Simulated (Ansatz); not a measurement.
Mulliken charges of AlFH3P (`[F][AlH][PH2]`) from r2SCAN/def2-TZVPP in Ansatz (PBE0-D4/def2-TZVP geometry).

| atom | x (Å) | y (Å) | z (Å) | charge (e) |
| --- | --- | --- | --- | --- |
| F1 | -1.538 | -1.294 | 0.939 | -0.358 |
| Al2 | -0.479 | -0.791 | -0.224 | 0.639 |
| P3 | 1.247 | 0.596 | 0.445 | -0.193 |
| H4 | -0.679 | -1.367 | -1.679 | -0.155 |
| H5 | 1.126 | 1.381 | -0.735 | 0.031 |
| H6 | 0.366 | 1.410 | 1.208 | 0.036 |

Task: By hand: the dipole of these point charges (1 e Å = 4.8032 D).

Result: Σ q r = (0.157, 0.148, -0.284) e Å, of length 0.357 e Å = 1.71 D.

Task: How does the dipole of the full density compare? (Estimate.)

Result: Computed: (0.085, 0.167, -0.200) e Å, 1.32 D; the point charges give 1.30 times that, at 14° from its direction.

Point charges leave out the atoms' own dipoles, such as those of lone pairs, and Mulliken's split depends on the basis, so the two needn't agree.
